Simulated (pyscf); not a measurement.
6 transition-metal steps of one kind (hydrogen abstraction, radical): barrier in eV, from the separated reactants or the lowest minimum found. Optimised with ωB97X-D3(BJ)/def2-SVP in PySCF. Functionals in def2-TZVP; the last column is ωB97M-D3(BJ)/def2-TZVP. Rows were drawn at random from the steps of this kind and element class whose saddle was verified and whose references are stable.

| step | PBE | M06-2X | r²SCAN | ωB97M-D3(BJ) |
|---|---|---|---|---|
| [H₃C–NH–Zr(NH)(NH₂)–NH₂]• + H₂ -> H₃C–NH–Zr(NH₂)(NH₂)–NH₂ + H• | 0.14 | 0.40 | 0.24 | 0.33 |
| [HN–Ti(Cl)(Cl)–Cl]• + H₂ → H₂N–Ti(Cl)(Cl)–Cl + H• | ___ | 0.31 | 0.16 | 0.28 |
| [HN–W(F)(F)(F)(F)–F]• + H₂ → H₂N–W(F)(F)(F)(F)–F + H• | ___ | 0.28 | 0.14 | 0.27 |
| H₃C–CH₂–Zn–OH + H• -> H₃C–CH•–Zn–OH + H₂ | 0.13 | 0.41 | 0.07 | 0.34 |
| H₃C–Re(=O)(=O)=O + H• → [H₂C–Re(=O)(=O)=O]• + H₂ | 0.25 | 0.59 | 0.21 | 0.52 |
| [O–Sc(OH)–OH]• + H₂ → HO–Sc(OH)–OH + H• | -0.13 | 0.20 | -0.01 | 0.14 |

**Question.** Complete the blanks.

**Answer.** 
- [HN–Ti(Cl)(Cl)–Cl]• + H₂ → H₂N–Ti(Cl)(Cl)–Cl + H•, PBE: 0.07
- [HN–W(F)(F)(F)(F)–F]• + H₂ → H₂N–W(F)(F)(F)(F)–F + H•, PBE: 0.02

Differences from the last column (eV): PBE: mean -0.23, median -0.23, mean size 0.23, lower in 6 of 6; M06-2X: mean +0.05, median +0.06, mean size 0.05, lower in 0 of 6; r²SCAN: mean -0.18, median -0.14, mean size 0.18, lower in 6 of 6. PBE is closest for row 1 (0.19 eV apart) and farthest for row 6 (0.27 eV). PBE, r²SCAN and M06-2X carry no added dispersion term. The last column is a level with limits of its own. Each barrier is that of the saddle found. Open-shell species with a d-block atom are single-reference here; other states, and whether the spin sits on metal or ligand, were not checked. Elements up to Kr have no core potential and no relativistic terms here. Elements past Kr carry the def2 core potentials, without spin-orbit coupling.
